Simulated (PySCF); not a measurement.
## One molecule, many functionals

Compound: (E)-diazene, N2H2.
SMILES: `[H]/N=N/[H]`

Linear-response calculations in the def2-SVPD basis (PySCF; singlets by full response, triplets Tamm–Dancoff, core orbitals frozen in the response; HF means time-dependent Hartree–Fock). 'Strongest' is the level of largest summed f among the singlets computed (10 roots, of which the last may lack a degenerate partner); it can jump between rows when another state enters that window. S1 is the lowest singlet of each run and needn't be the same state throughout; f(S1) is that of one state. Geometry: PBE0-D3(BJ)/def2-SVP; no solvent, vibrations or thermal averaging.

```csv
functional,kind,S1 (eV),f(S1),strongest (eV),T1 (eV),HOMO (eV),gap (eV),"ionisation energy, ΔSCF (eV)"
LDA,LDA,2.98,0.000,9.42,2.01,-5.56,2.44,10.07
PBE,GGA,3.13,0.000,9.42,2.02,-5.51,2.64,9.95
B3LYP,"global hybrid, 20% exact exchange",3.20,0.000,9.59,2.12,-6.89,5.02,10.23
PBE0,"global hybrid, 25% exact exchange",3.19,0.000,9.73,2.04,-7.08,5.55,10.15
BHandHLYP,"global hybrid, 50% exact exchange",3.27,0.000,9.53,2.16,-8.66,8.51,10.29
CAM-B3LYP,range-separated hybrid,3.19,0.000,9.61,2.12,-8.61,8.36,10.29
wB97X-D,range-separated hybrid,3.21,0.000,9.69,2.20,-9.08,9.48,10.24
HF,Hartree–Fock,3.41,0.000,9.01,2.22,-11.11,14.26,not settled
```

Q: What does LC-wPBE (range-separated hybrid) give?

A: S1 (eV) 3.19, f(S1) 0.000, strongest (eV) 9.78, T1 (eV) 2.06, HOMO (eV) -9.97, gap (eV) 11.07, ionisation energy, ΔSCF (eV) 10.31. S1 runs from 2.98 eV (LDA) to 3.41 eV (HF), a spread of 0.43 eV, while the orbital gap spreads over 11.8 eV. −ε(HOMO) comes closest to its own ΔSCF ionisation energy with LC-wPBE (-0.34 eV) and misses most with LDA (-4.51 eV). 'Not settled' means that the ion's SCF failed to converge or may have ended in another state than the lowest.
